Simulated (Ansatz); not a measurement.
Start from MgO in the rock salt structure (space group Fm-3m, No. 225; a = 4.2141 Å).

Computed with Ansatz (a program for electronic structure) PBEsol, without spin-orbit coupling.

One thing is altered: Sr takes the place of Mg on all its sites; the structure is relaxed again.

Measured lattice parameter a: MgO 4.189 Å (static lattice; corrected from measurement; as listed in Daniel Mejia-Rodriguez, S. B. Trickey, Phys. Rev. B (2018)); SrO 5.16 Å (room temperature; as listed in Juan A. Santana et al., The Journal of Chemical Physics (2016)).

Question: How well does PBEsol reproduce the measured shift?

Answer: With PBEsol the lattice parameter a moves by +0.908 Å (4.214 → 5.122) against +0.971 Å measured. The two measured values stand on different bases (one corrected, one not), which blurs small differences.

Stability against distortions was not tested.
